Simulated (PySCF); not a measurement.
Molfile (atoms numbered from 1):
```
C3H6ClF
     RDKit          3D

 11 10  0  0  0  0  0  0  0  0999 V2000
    1.4897   -0.5762    1.2583 F   0  0  0  0  0  0  0  0  0  0  0  0
    1.2605   -0.2125   -0.0476 C   0  0  0  0  0  0  0  0  0  0  0  0
    0.0129    0.6565   -0.1346 C   0  0  0  0  0  0  0  0  0  0  0  0
   -1.2498   -0.1288    0.1859 C   0  0  0  0  0  0  0  0  0  0  0  0
   -1.5948   -1.3254   -1.0961 Cl  0  0  0  0  0  0  0  0  0  0  0  0
    1.1429   -1.1376   -0.6198 H   0  0  0  0  0  0  0  0  0  0  0  0
    2.1497    0.3305   -0.3814 H   0  0  0  0  0  0  0  0  0  0  0  0
   -0.0517    1.0805   -1.1371 H   0  0  0  0  0  0  0  0  0  0  0  0
    0.1019    1.4731    0.5854 H   0  0  0  0  0  0  0  0  0  0  0  0
   -1.1374   -0.6837    1.1173 H   0  0  0  0  0  0  0  0  0  0  0  0
   -2.1184    0.5262    0.2437 H   0  0  0  0  0  0  0  0  0  0  0  0
  1  2  1  0
  2  3  1  0
  3  4  1  0
  4  5  1  0
  2  6  1  0
  2  7  1  0
  3  8  1  0
  3  9  1  0
  4 10  1  0
  4 11  1  0
M  END
```

Geometry: GFN2-xTB; GIAO shifts from PySCF 2.14.0 with density-fitted response routines, gas phase, non-relativistic, averaged over equivalent atoms.

At PBE0/3-21G (61 basis functions, 2.9 s wall time on 1 thread of an Arm Neoverse V2, shared host):
| atoms | δ (ppm) |
| --- | --- |
| F1 | -251.3 |
| C2 | 71.0 |
| C4 | 40.2 |
| C3 | 33.3 |
| H6/H7 | 4.99 |
| H10/H11 | 3.78 |
| H8/H9 | 1.89 |

Referencing at the same level of theory: $^{19}$F (σref 195.06) against CFCl3; $^{13}$C (σref 209.51) and $^{1}$H (σref 33.27) vs TMS.

What do these become at PBE0/pcSseg-1?

Results:


```json
{"atoms": "F1", "δ at PBE0/pcSseg-1": "-256.5", "change": "-5.2"}
{"atoms": "C2", "δ at PBE0/pcSseg-1": "81.5", "change": "+10.5"}
{"atoms": "C4", "δ at PBE0/pcSseg-1": "47.0", "change": "+6.8"}
{"atoms": "C3", "δ at PBE0/pcSseg-1": "38.8", "change": "+5.5"}
{"atoms": "H6/H7", "δ at PBE0/pcSseg-1": "4.98", "change": "-0.01"}
{"atoms": "H10/H11", "δ at PBE0/pcSseg-1": "3.85", "change": "+0.07"}
{"atoms": "H8/H9", "δ at PBE0/pcSseg-1": "1.85", "change": "-0.04"}
```

δ = σ(ref) − σ, references computed at the same level: $^{19}$F (170.95 ppm) vs CFCl3; TMS for $^{13}$C (186.93 ppm) and $^{1}$H (31.72 ppm).

The largest change is at C2 (sp3 CH2 bonded to F). Cost: 122 basis functions, 8.7 s wall time on 1 thread of an Arm Neoverse V1, shared host. The order of the carbon signals is the same at both levels.

Carbons that carry Cl, above all several Cl atoms, come out too deshielded, partly because spin–orbit coupling is missing. Unscaled 19F shifts against computed CFCl3 carry errors that often reach 10 to 50 ppm.
